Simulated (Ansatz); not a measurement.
**[BH2···H···Br], doublet: reading a ladder of total energies**

Geometry: a point of a hydrogen-transfer path between rigid fragments, not a stationary point.

```yaml
atoms:
  - { symbol: B, position_ang: [-3.0225, 0.0000, 0.0000] }
  - { symbol: H, position_ang: [-3.6192, 1.0336, 0.0000] }
  - { symbol: H, position_ang: [-3.6192, -1.0336, 0.0000] }
  - { symbol: H, position_ang: [-1.1315, 0.0000, 0.0000] }
  - { symbol: Br, position_ang: [0.5145, 0.0000, 0.0000] }
```

Basis cc-pVDZ; Ansatz 0.2.0. Correlated methods freeze the noble-gas cores and the filled d shells of p-block atoms, which leaves 13 electrons in 41 orbitals. Prefix R: restricted or restricted open-shell reference; prefix U: unrestricted. No spin–orbit coupling is included, and no scalar relativity.

Full CI isn't at hand for all of this; UCCSDT(Q) serves as the reference, and is uncertain by about the last step of the cluster series.

Runs differ by some tens of microhartree through their thresholds and, for an open shell, their frozen cores, so steps under 0.03 kcal/mol mean nothing.

```
    level  total energy (hartree)
      UHF            -2598.710050
     UMP2            -2598.907830
    UCCSD            -2598.944000
 UCCSD(T)            -2598.948183
   UCCSDT            -2598.948980
UCCSDT(Q)            -2598.949318
```

Problem. What is the correlation energy at UCCSDT(Q), and what share of it do UMP2 and UCCSD(T) recover?

Solution. E(corr) = -2598.949318 − (-2598.710050) = -0.239268 hartree = -6.511 eV. UMP2: -0.197780 / -0.239268 = 82.66 %. UCCSD(T): -0.238133 / -0.239268 = 99.53 %.

Problem. By how many kcal/mol does UCCSD(T) miss UCCSDT(Q) (1 hartree = 627.509 kcal/mol), and which steps make up the rest?

Solution. -2598.948183 − (-2598.949318) = 0.001135 hartree = 0.71 kcal/mol. Steps: UCCSDT − UCCSD(T) = -0.50, UCCSDT(Q) − UCCSDT = -0.21 kcal/mol. That is within 1 kcal/mol of the reference in this basis, which itself misses far more of the correlation at the basis-set limit.
